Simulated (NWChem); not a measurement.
# Extrapolating the CCSD(T) correlation energy of fluoromethane (CH$_{3}$F)

```xyz
5

C      0.6088    -0.1106     0.0000
F     -0.7327     0.1332     0.0000
H      0.8879    -0.6879     0.8972
H      0.8879    -0.6879    -0.8972
H      1.1658     0.8411     0.0000
```
Charge 0, spin multiplicity 1.

All runs are NWChem calculations. All single points use one geometry, from PBE0/def2-SVP, a minimum by its harmonic frequencies.

The correlated methods keep 2 core orbitals frozen. No row is a measurement; the coupled-cluster row has its own basis-set and correlation limits.

Worked example. The CCSD(T) correlation energy is -362.51 mHa in cc-pVDZ and -463.57 mHa in cc-pVTZ. The form E(X) = E∞ + A/X³ turns the pair into an estimate of the basis-set limit.

E∞ = (3³·(-463.57) − 2³·(-362.51))/(3³ − 2³) = -506.1 mHa. The larger basis holds 92 % of that, at about 20 times the processor time of the smaller one. This is a two-point estimate, and a rough one from so small a pair.
